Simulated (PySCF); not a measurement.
These 3 structures share the formula C3H5FO2. Level of theory: PySCF 2.14.0, PBE0-D3(BJ)/def2-SVP geometry optimisation, gas phase. One conformer each; no zero-point energy, no entropy. No frequencies were run at this level. Point groups hold within 0.08 Å.

Question: Rank from lowest to highest electronic energy at this level (kJ/mol).
A. `[OH:1][CH2:2][C@@H:3]1[O:4][C@@H:5]1[F:6]` with H–O1–C2–C3 59°, O1–C2–C3–O4 -67°
B. `[CH3:1][O:2][C@@H:3]1[O:4][C@H:5]1[F:6]` with C1–O2–C3–O4 -81°
C. `[CH3:1][C@@H:2]([F:3])[O:4][CH:5]=[O:6]` with C1–C2–O4–C5 154°, C2–O4–C5–O6 -3°

Answer: C (0.0), A (153.1), B (167.8).

As drawn, the lowest has a C=O bond and a C(=O)–O unit, which the highest lacks; the highest has a three-membered ring, which the lowest lacks.

```json
{"SMILES": "C[C@@H](F)OC=O", "E (Eh)": "-366.96404", "E rel (kJ/mol)": "0.0", "dipole (D)": "2.43", "point group": "C1", "A, B, C (MHz)": "7118, 2509, 2162"}
{"SMILES": "OC[C@@H]1O[C@@H]1F", "E (Eh)": "-366.90574", "E rel (kJ/mol)": "153.1", "dipole (D)": "1.67", "point group": "C1", "A, B, C (MHz)": "7793, 2427, 2158"}
{"SMILES": "CO[C@@H]1O[C@H]1F", "E (Eh)": "-366.90011", "E rel (kJ/mol)": "167.8", "dipole (D)": "2.11", "point group": "C1", "A, B, C (MHz)": "12810, 2020, 1905"}
```
